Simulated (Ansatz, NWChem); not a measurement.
# Worked example: the enthalpy of formation of C2H5O (ethoxy radical)

C2H5O has 8 atoms, charge 0, and is taken as a doublet. As SMILES, `CC[O]`. Geometry: relaxed at PBE0-D4/def2-TZVP.

```xyz
8

C    -0.4488    0.5941   -0.2645
C     0.3928   -0.5606    0.2398
O     1.6765   -0.2634    0.5600
H    -1.4647    0.2633   -0.4952
H    -0.0109    1.0185   -1.1700
H    -0.5058    1.3822    0.4887
H     0.4222   -1.3947   -0.4890
H    -0.0613   -1.0393    1.1301
```

Total energies at UCAM-B3LYP/aug-cc-pVDZ (NWChem 7.3.0); the atoms run unrestricted:

```
species    state  energy (Eh)
  C2H5O  doublet  -154.314942
      C  triplet   -37.831626
      O  triplet   -75.054018
      H  doublet    -0.498315
```

Harmonic wavenumbers at UPBE0-D4/def2-TZVP, in cm⁻¹: 73, 263, 436, 857, 903, 1098, 1106, 1239, 1327, 1386, 1406, 1477, 1486, 2913, 2926, 3054, 3132, 3140.

Measured heats of formation of the gaseous atoms at 298.15 K, in kJ/mol: C 716.9, O 249.2, H 218.0. Spin-orbit lowering of the atoms at 298 K (mean of the ground term's levels less their thermal mean, from spectra), in kJ/mol: C 0.02, O 0.40. Take 1 Eh = 2625.50 kJ/mol, 1 cm⁻¹ = 0.0119627 kJ/mol, RT = 2.479 kJ/mol.

Q: Work out the heat of formation of the gas at 298 K.

A: 
1. Electronic atomisation energy: 2 × (-37.831626) + (-75.054018) + 5 × (-0.498315) − (-154.314942) = 1.106097 Eh = 2904.1 kJ/mol.
2. Zero-point energy: half the sum of the wavenumbers, 14111 cm⁻¹ = 168.8 kJ/mol.
3. Thermal vibrational enthalpy, Σ hcν̃/(exp(hcν̃/kT) − 1): 4.6 kJ/mol. Translation, rotation and pV of a non-linear molecule: 4 RT = 9.9 kJ/mol.
4. The 8 free atoms carry 5/2 RT each: 49.6 kJ/mol.
5. Spin-orbit coupling lowers the free atoms by 2 × 0.02 + 0.40 = 0.4 kJ/mol.
6. Atomisation enthalpy at 298 K: 2904.1 − 0.4 − 168.8 − 4.6 − 9.9 + 49.6 = 2770.0 kJ/mol.
7. Sum of the atoms' heats of formation: 2773.0 kJ/mol. Heat of formation: 2773.0 − 2770.0 = +3.0 kJ/mol.

The tabulated value is -11.5 kJ/mol (Active Thermochemical Tables), so this level is off by +14.5 kJ/mol, or 0.5 % of the atomisation enthalpy. Anharmonicity and any spin-orbit splitting of the molecule are left out.
